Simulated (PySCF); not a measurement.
**A diatomic session: PS−**

An exercise on one series of results from a longer session: the logs are not shown, and one member is left open.

Method: P def2-SVPD, S def2-SVPD, no relativity; program: PySCF 2.14.0.

Set-up of the first run:

Settings of the job:

```json
{
  "atoms": "P, S",
  "charge": "-1",
  "basis": "P def2-SVPD, S def2-SVPD",
  "Hamiltonian": "no relativity",
  "basis functions": "51",
  "electrons treated": "32",
  "masses in u": "30.9738, 31.9721",
  "levels": "PBE0, PBE, r²SCAN, TPSSh, M06, B97-3, HF, MP2, SCS-MP2, CCSD, CCSD(T)",
  "grid": "80 radial by 434 angular points",
  "occupations": "held fixed by the projection of orbital angular momentum",
  "dissociation limit": "P + S−, each in its ground configuration",
  "starting distance in angstrom": "2.150",
  "values of 2S to try": "0, 2, 4"
}
```

Run with:

```
OMP_NUM_THREADS=1 python dia.py task.json out
```

Among the steps run: Input; The PBE0 curve of the state that the search chose; Excited determinants; PBE; r²SCAN; TPSSh (hybrid meta-GGA); M06 (hybrid meta-GGA); B97-3; UHF; Correlated methods on the Hartree–Fock reference.

One table of the session follows, with a row left open; its other results are not shown here.

It belongs to the step «The curves together». Energy (eV) from each level's lowest point:

```
R (Å)    UHF  UHF-MP2  UHF-SCS-MP2  UHF-CCSD  UHF-CCSD(T)
1.745  1.379    1.419        1.434       n/a          n/a
1.826  0.606    0.635        0.647     0.673        0.706
1.907      ?        ?            ?         ?            ?
1.968  0.040    0.049        0.053     0.062        0.072
2.029  0.000    0.000        0.000     0.000        0.000
2.090  0.040    0.032        0.027     0.018        0.007
2.171  0.181    0.165        0.153     0.129        0.105
2.272  0.449    0.430        0.407     0.360        0.318
2.394  0.825    0.851        0.814     0.702        0.646
2.557  1.245    1.598        1.554       n/a          n/a
```

Estimate the missing values for R (Å) = 1.907.

Worked estimate for «UHF». A straight line through the neighbours (1.826, 0.606) and (1.968, 0.040) gives 0.606 + (0.040 − 0.606) × (1.907 − 1.826) / (1.968 − 1.826) = 0.283; a parabola fitted to 4 rows on both sides gives 0.171.

The run gave: UHF: 0.187; UHF-MP2: 0.204; UHF-SCS-MP2: 0.212; UHF-CCSD: 0.228; UHF-CCSD(T): 0.248. In «UHF» the line misses by +0.096 and the parabola by -0.016.
